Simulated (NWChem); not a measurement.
Spin states of Na

SMILES: [Na]
```xyz
1

Na     0.0000     0.0000     0.0000
```
Charge 0, spin multiplicity 2.

The numbers come from NWChem runs, not from measurements.

Basis set: def2-TZVP. The gap is E(quartet) − E(doublet), so a negative value puts the higher spin lower. Open shells are unrestricted, coupled cluster uses restricted open-shell references. The quartet is the single determinant that the SCF runs reached; it need not be the lowest quartet, which in molecules with degenerate π orbitals can need several determinants. Where the lowest doublet needs several determinants, the single determinant used here isn't a pure state and places it wrongly.

The correlated methods keep 1 core orbital frozen. B3LYP has NWChem's definition, with VWN1-RPA local correlation. No SCF solution was tested for a lower state. Open-shell Hartree-Fock references start from PBE0 orbitals. Coupled-cluster values serve here as a point of comparison, not as the truth.

**Question.** Order these methods by the vertical doublet-quartet gap they give, lowest first: B3LYP, PBE, HF, MP2, CCSD(T).

**Answer.** HF (735.1 kcal/mol), CCSD(T) (759.2 kcal/mol), MP2 (763.5 kcal/mol), PBE (769.3 kcal/mol), B3LYP (774.4 kcal/mol)
